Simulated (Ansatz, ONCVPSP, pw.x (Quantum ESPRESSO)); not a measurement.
## From atom to crystal: ONCV potential for gold (Au)

- Element: gold (Au)
- Generator: ONCVPSP 4.0.1.1 (patched build)
- Type: optimised norm-conserving Vanderbilt (ONCV)
- Functional: LDA (Perdew-Wang 92)
- Relativity: scalar-relativistic
- Frozen core: [Kr] 4d10 4f14
- Valence charge: 19
- Reference configuration: 5s2 5p6 5d10 6s0.5 (charge +0.5)
- Partial waves: 5s+6s: rc 1.65 bohr, ncon 5, nbas 9, qcut 8.7 1/bohr, 2 projectors; 5p: rc 1.85 bohr, ncon 4, nbas 7, qcut 9.4 1/bohr, 2 projectors, debl 2.8 Ha; 5d: rc 1.80 bohr, ncon 3, nbas 8, qcut 8.1 1/bohr, 2 projectors, debl 1.7 Ha
- Local potential: polynomial inside 1.05 bohr (lpopt 4, dvloc0 2 Ha)
- Core correction: polynomial model core, fcfact 0.55

Crystal test: sc Au in pw.x 7.5, no spin, 12³ k-points, Fermi–Dirac smearing 0.01 Ry, cutoffs 75/300 Ry. The reference is all-electron LAPW (Ansatz 0.2.0) with the same functional, mesh and smearing; V0 and B0 come from Birch–Murnaghan fits to the pressures at five volumes. Errors are pseudo minus all-electron; Δ is the rms difference of the E(V) curves that follow from these fits, minima aligned, over ±6 % about the mean V0. Mesh and smearing are coarse, so the numbers serve the comparison and aren't converged zero-temperature values; the lattice is a test structure that the element need not adopt.

```
V (Å³/atom)  P all-electron (GPa)  P pseudo (GPa)
     18.032                  8.71            7.08
     18.506                  3.96            2.49
     18.981                 -0.06           -1.36
     19.456                 -3.47           -4.68
     19.930                 -6.35           -7.46
```

All-electron: a0 = 2.667 Å (V0 = 18.97 Å³/atom), B0 = 148.3 GPa.

Pseudopotential: mean pressure error (GPa): -1.34; a0 (Å): 2.659; a0 error (%): -0.30; B0 error (%): +1.6; Δ (meV/atom): 5.6.

At the middle volume, how do free energy and pressure move when the wave cutoff is lowered (ecutrho kept at four times it)?

| cutoff (Ry) | shift of F (meV/atom) | shift of P (GPa) |
| --- | --- | --- |
| 34 | +3143.3 | -88.38 |
| 45 | +627.2 | -24.88 |
| 60 | +27.2 | -2.21 |

The run at the middle volume (84 k-points, 8 iterations) took about 36 s on one core of a shared host (Neoverse-N1, 64 threads, 498 GiB, load 27).
